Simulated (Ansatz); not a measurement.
## Ansatz (development build ahead of 0.2.0) run

```yaml
crystal:
  periodic: [false, false, false]
  atoms:
    - { symbol: Na, position_ang: [0.0, 0.0, -1.01242] }
    - { symbol: O, position_ang: [0.0, 0.0, 1.01242] }
basis:
  gaussian: { orbitals: def2-SVP }
magnetization:
  initial_magnetization: 1
hamiltonian:
  xc: hf
correlation:
  method: mp2
  frozen_orbitals: { Na: 1, O: 1 }
```

The input is written out in the form of the current development build from the run's settings. Correlation on restricted open-shell orbitals is semicanonical, with singles.

Output:

```
Converged                                                          : yes
Reference energy                                                   : -236.53633 hartree
Correlation energy                                                 : -0.15607 hartree
Total energy                                                       : -236.69240 hartree
Spin squared of the determinant                                    : 0.750
Stability test                                                     : minimum among restricted orbitals
Occupied orbitals by symmetry in an Abelian subgroup (alpha; beta) : 6 A1 2 B1 2 B2; 6 A1 2 B1 1 B2
```

Messages of the program:
```
mean field -6436.48149543 eV, -236.5363321532 hartree, gradient 1.0e-6 eV, S^2 0.750000; 9 other ends of a descent, 0 dependent functions left out
```
